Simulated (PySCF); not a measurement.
Gas-phase thermal properties of CH₃SiH

Computed with PySCF (xtb for GFN2) and rigid-rotor harmonic-oscillator thermochemistry at 1 bar. 6-31G* has spherical d functions here. All species are closed-shell singlets. B3LYP is the form with VWN-RPA correlation. CH₃SiH: computed as isolated molecules; such fragments, hydroxides, amides, oligomers or adducts are transient or little studied in the gas. The harmonic model lacks anharmonicity and excited electronic states, which grow with temperature; levels with a mode under 35 cm⁻¹ are left out. Internal rotation in CH₃SiH is treated as a harmonic vibration of one conformer, which makes the entropy rough.

```json
[
 {"level": "B3LYP/6-31G*", "point group": "Cs", "σ": "1", "ZPE (kJ/mol)": "110.5", "S°298 (J/mol/K)": "259.5", "Cp298 (J/mol/K)": "56.6", "S°1000 (J/mol/K)": "353.1", "H1000 − H298 (kJ/mol)": "57.4"},
 {"level": "GFN2-xTB", "point group": "Cs", "σ": "1", "ZPE (kJ/mol)": "110.1", "S°298 (J/mol/K)": "258.4", "Cp298 (J/mol/K)": "55.3", "S°1000 (J/mol/K)": "351.2", "H1000 − H298 (kJ/mol)": "57.0"},
 {"level": "HF/6-31G*", "point group": "Cs", "σ": "1", "ZPE (kJ/mol)": "117.8", "S°298 (J/mol/K)": "257.1", "Cp298 (J/mol/K)": "54.3", "S°1000 (J/mol/K)": "347.4", "H1000 − H298 (kJ/mol)": "55.4"},
 {"level": "PBE/def2-SVP", "point group": "Cs", "σ": "1", "ZPE (kJ/mol)": "105.7", "S°298 (J/mol/K)": "263.8", "Cp298 (J/mol/K)": "58.5", "S°1000 (J/mol/K)": "360.1", "H1000 − H298 (kJ/mol)": "58.9"},
 {"level": "PBE0/def2-TZVP", "point group": "Cs", "σ": "1", "ZPE (kJ/mol)": "109.2", "S°298 (J/mol/K)": "261.2", "Cp298 (J/mol/K)": "57.3", "S°1000 (J/mol/K)": "355.8", "H1000 − H298 (kJ/mol)": "57.9"}
]
```
σ: rotational symmetry number. Electronic degeneracy used: 1. Frequencies are unscaled.
